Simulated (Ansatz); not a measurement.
Reaction (isomerisation): `N[C@H]1C[C@@H]1N` → `C/N=C/NC`

Computed with Ansatz on PBE0-D4/def2-TZVP structures; ΔE is electronic, products minus reactants. CBS: MP2 limit from def2 TZ/QZ plus the TZ coupled-cluster correction, frozen cores. DFT in def2-TZVPP. B3LYP here is the variant with VWN-RPA as its local correlation; programs differ in this. One conformer a species, not always the lowest.

```csv
level,ΔE (kJ/mol),difference from CCSD(T)/CBS
PBE-D4,-61.3,-9.9
r2SCAN-D4,-61.0,-9.6
PBE0-D4,-48.6,2.8
B3LYP-D4,-73.6,-22.2
ωB97X-V,-48.6,2.8
PBE,-62.2,-10.8
r2SCAN,-61.1,-9.7
PBE0,-49.3,2.1
MP2/def2-TZVPP,-47.4,4.0
CCSD/def2-TZVPP,-51.6,-0.2
HF/def2-QZVPP,-70.3,-18.9
MP2/def2-QZVPP,-45.7,5.7
SCS-MP2/def2-QZVPP,-54.1,-2.7
HF/CBS(def2),-70.4,-19.0
MP2/CBS(def2),-44.3,7.1
CCSD/CBS(def2),-48.4,3.0
CCSD(T)/CBS,-51.4,0
```

Largest T1 diagnostic among the species: 0.012.

From PBE to PBE0 (25 % exact exchange), in def2-TZVPP and without D4, ΔE moves by +12.9 kJ/mol. In def2-TZVPP, CCSD(T) changes the Hartree–Fock value by +15.7 kJ/mol (the triples alone add −2.9 kJ/mol) and MP2 by +22.8 kJ/mol.
